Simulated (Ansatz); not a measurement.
Geometry optimisation, RKS B3LYP/def2-SVP in Ansatz.

Input file:

```yaml
crystal:
  periodic: [false, false, false]
  atoms:
    - { symbol: Mg, position_ang: [0.050617, 0.125026, 0.48848] }
    - { symbol: H, position_ang: [0.171489, -0.760505, -2.397053] }
    - { symbol: C, position_ang: [1.837821, -0.347537, 1.488978] }
    - { symbol: H, position_ang: [-0.362944, -0.438349, -2.070773] }
    - { symbol: C, position_ang: [-1.801585, 0.617956, -0.497343] }
    - { symbol: H, position_ang: [2.328653, -1.24085, 1.062626] }
    - { symbol: H, position_ang: [2.573194, 0.475514, 1.437969] }
    - { symbol: H, position_ang: [1.668149, -0.556988, 2.560525] }
    - { symbol: H, position_ang: [-2.519877, 1.136965, 0.162397] }
    - { symbol: H, position_ang: [-1.635061, 1.278746, -1.36701] }
    - { symbol: H, position_ang: [-2.310556, -0.289979, -0.868696] }
basis:
  gaussian: { orbitals: def2-SVP }
hamiltonian:
  xc: b3lyp
relax:
  f_tol: 0.03
  max_steps: 50
```

Run as:

```bash
$ ansatz run input.yaml --threads 2 --pin off --max-ram 3072MiB --backend cpu --events-out ev --progress --plain --runs-dir out
```

Task: Where does it end, and by what steps?

Result: The run converged. The force dipped under the threshold on the way, but the program's further checks kept it going. After 11 steps the energy has fallen by 0.158 eV; H2 moved furthest, 0.78 Å.

```
step  energy less start (eV)  largest force component (eV/Å)  accepted
   0                  0.0000                           1.921       yes
   1                 -0.1233                           0.150       yes
   2                 -0.1452                           0.082       yes
   3                 -0.1503                           0.185       yes
   4                 -0.1525                           0.029       yes
   5                 -0.1531                           0.023       yes
   6                 -0.1537                           0.087       yes
   7                 -0.1541                           0.095       yes
   8                 -0.1551                           0.230       yes
   9                 -0.1560                           0.220       yes
  10                 -0.1570                           0.158       yes
  11                 -0.1585                           0.017       yes
```

```xyz
11
Properties=species:S:1:pos:R:3
Mg -0.106 0.172 0.458
H 0.883 -0.976 -2.174
C 1.744 -0.364 1.307
H 0.178 -0.717 -2.303
C -1.979 0.739 -0.313
H 2.151 -1.295 0.871
H 2.512 0.417 1.159
H 1.667 -0.530 2.397
H -2.622 1.215 0.450
H -1.884 1.464 -1.143
H -2.544 -0.124 -0.708
```

The run took 11 s on 2 threads of Intel(R) Xeon(R) 6975P-C (Granite Rapids), with other jobs on the host, peak memory 0.16 GiB.
